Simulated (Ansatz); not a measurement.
The input, for Ansatz 0.2.0:

```yaml
crystal:
  periodic: [false, false, false]
  atoms:
    - {symbol: Al, position_ang: [0.000000, 0.000000, 0.000000]}
    - {symbol: H, position_ang: [1.753868, 0.016646, -0.000092]}
    - {symbol: H, position_ang: [-0.891351, 1.510568, -0.003086]}
    - {symbol: H, position_ang: [-0.862518, -1.527215, 0.003178]}
basis:
  gaussian: {orbitals: cc-pVDZ}
hamiltonian: {xc: {name: B2PLYP}}
correlation: {electrons: outside_noble_gas}
```

```sh
$ ansatz run in.yaml --threads 1 --pin off --events-out ev --progress --plain --max-ram 2393MiB
```

Roughly how long does this take on 1 thread of Arm Neoverse V1, shared host, and how much host memory?

0.54 s wall and 0.16 GiB.

```
308 factors; integrals over basis functions are off by at most 1.2e-3 eV
mean field evaluation 1: about -6639.8707 eV, gradient 6.9e0 eV
mean field evaluation 2: about -6639.8687 eV, gradient 6.9e0 eV
mean field evaluation 4: about -6640.0924 eV, gradient 2.9e-1 eV
mean field evaluation 8: about -6640.0927 eV, gradient 2.6e-4 eV
mean field -6640.09272122 eV, -244.0189066883 hartree, gradient 6.8e-6 eV, S^2 0.000000; 0 other end points of the search recorded, 0 dependent functions left out
5 core orbitals not correlated: weight in the atoms' cores, before any rotation towards them, 1.000 or more for the frozen orbitals, at most 0.000 for the correlated occupied ones
reference -6640.09286284 eV, -244.0189118928 hartree; 3, 3 occupied and 25, 25 virtual orbitals, 308 factors
second order -2.65285620 eV of doubles, -0.00000000 eV of singles
Total energy: -6640.80913402 eV, -244.0452343730 hartree
```
